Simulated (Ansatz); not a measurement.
This geometry of C2H8N2O (13 atoms, charge 0, multiplicity 1) is a first-order saddle point.

Level of theory: Ansatz 0.2.0, RKS PBE0-D4/def2-SVP.

```xyz
13
Properties=species:S:1:pos:R:3
N -1.925 0.287 -1.392
C -0.992 -0.459 -0.631
O 0.024 0.355 -0.087
C 0.982 -0.343 0.648
N 2.013 0.592 1.029
H -1.459 0.762 -2.162
H -2.364 1.003 -0.818
H -1.524 -0.983 0.189
H -0.534 -1.238 -1.274
H 1.410 -1.162 0.026
H 0.500 -0.840 1.525
H 1.618 1.529 0.957
H 2.272 0.463 2.003
```

Question: Which two structures does it join? (They come from a converged band through this point; their orientation in space is the band's.)

Answer: No bond is made or broken. The dihedral H11–C4–N5–H13 goes from -63 to 77°.

Initial state:

```xyz
13
Properties=species:S:1:pos:R:3
N -2.085 0.351 -1.091
C -1.034 -0.436 -0.553
O -0.007 0.350 0.004
C 1.056 -0.398 0.548
N 2.071 0.427 1.099
H -1.726 0.972 -1.814
H -2.488 0.943 -0.367
H -1.449 -1.113 0.223
H -0.618 -1.081 -1.354
H 1.500 -1.042 -0.238
H 0.670 -1.074 1.339
H 2.446 1.048 0.385
H 1.685 1.018 1.832
```

Final state:

```xyz
13
Properties=species:S:1:pos:R:3
N -2.050 0.266 -1.312
C -1.032 -0.440 -0.620
O -0.005 0.412 -0.171
C 0.994 -0.244 0.548
N 1.914 0.730 1.045
H -1.656 0.748 -2.117
H -2.452 0.981 -0.709
H -1.480 -0.973 0.245
H -0.609 -1.216 -1.293
H 1.554 -0.947 -0.106
H 0.508 -0.870 1.338
H 1.540 1.217 1.855
H 2.795 0.302 1.311
```

Question: How far does it lie above each of them?

Answer: 0.283 eV above the first and 0.074 eV above the second. This is the barrier of this one path; another mechanism may lie lower.

Time of the run: 3.4 min on 2 threads of Intel(R) Xeon(R) Platinum 8259CL CPU @ 2.50GHz (Skylake/Cascade Lake) (shared host), peak memory 0.27 GiB.
